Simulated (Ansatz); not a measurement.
# How far each method lies from UCCSDT(Q) for [Cl···H···SiH3], doublet

Geometry: a point of a hydrogen-transfer path between rigid fragments, not a stationary point.

```json
{"atom": "Cl", "x (Å)": "-1.4816", "y (Å)": "0.0000", "z (Å)": "0.0000"}
{"atom": "H", "x (Å)": "-0.2028", "y (Å)": "0.0000", "z (Å)": "0.0000"}
{"atom": "Si", "x (Å)": "1.6514", "y (Å)": "0.0000", "z (Å)": "0.0000"}
{"atom": "H", "x (Å)": "2.1013", "y (Å)": "-1.4163", "z (Å)": "0.0000"}
{"atom": "H", "x (Å)": "2.1013", "y (Å)": "0.7081", "z (Å)": "-1.2265"}
{"atom": "H", "x (Å)": "2.1013", "y (Å)": "0.7081", "z (Å)": "1.2265"}
```

Basis cc-pVDZ; Ansatz 0.2.0. Correlated methods freeze the noble-gas cores, which leaves 15 electrons in 46 orbitals. R marks a restricted (for open shells ROHF) determinant, U an unrestricted one. Active spaces: valence = (15e, 12o) chosen from the atoms' valence shells.

Full CI isn't at hand for all of this; UCCSDT(Q) serves as the reference, and is uncertain by about the last step of the cluster series. The frozen core follows each run's orbitals, which can shift R against U totals by a few meV.

The UHF ⟨S²⟩ is 0.761. The T1 diagnostic (RCCSD) is 0.0147, the largest doubles amplitude (RCCSD) is 0.034 and the T1 diagnostic (UCCSD) is 0.0109.

Q: From what is known of these methods and the diagnostics, rank them by the size of their error in total energy against UCCSDT(Q) in cc-pVDZ, smallest first (an estimate: the text doesn't fix the numbers).
A. RMP2
B. UCCSD(T)
C. NEVPT2 (valence space)
D. RCCSDT(Q)
E. UHF

A: D (0 meV), B (35 meV), A (1312 meV), C (1603 meV), E (8123 meV).

All errors are against UCCSDT(Q) in cc-pVDZ. Within each family the higher level lies nearer, as is usual though not guaranteed.

Natural occupations of CASSCF (valence space) about the gap: 1.985 1.979 1.975 1.975 1.003 0.027 0.020 0.019 0.019; effectively unpaired electrons, Σ n²(2−n)², 1.01.
